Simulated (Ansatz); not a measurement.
## Ansatz (development build ahead of 0.2.0) run

```yaml
crystal:
  periodic: [false, false, false]
  atoms:
    - { symbol: C, position_ang: [0.00913, 0.00168, -0.00061] }
    - { symbol: F, position_ang: [-0.59006, -1.14662, -0.01844] }
    - { symbol: F, position_ang: [0.78986, 0.0656, 1.03114] }
    - { symbol: F, position_ang: [-0.87298, 0.94811, 0.06612] }
    - { symbol: F, position_ang: [0.70987, 0.13986, -1.08145] }
basis:
  gaussian: { orbitals: def2-SVP }
magnetization:
  spin_polarized: true
  initial_magnetization: 2
hamiltonian:
  xc: hf
correlation:
  method: mp2
  frozen_orbitals: { C: 1, F: 1 }
output:
  forces: true
```

The input is written out in the form of the current development build from the run's settings.

The run gave:

```json
{
 "Converged": "yes",
 "Reference energy": "-434.71968 hartree",
 "Correlation energy": "-0.81619 hartree",
 "Total energy": "-435.53588 hartree",
 "Spin squared of the determinant": "2.008",
 "Stability test": "minimum"
}
```

Forces (eV/Å):
```
atom       Fx      Fy       Fz
  C1  -12.779  -2.487   19.013
  F2   -2.300  -2.754    1.131
  F3    1.442   0.043    3.600
  F4   -2.912   1.934    1.293
  F5   16.549   3.264  -25.037
```

Caution: another spin multiplicity may lie lower; MP2 forces lie far from those of the mean fields; the determinant breaks the point group.
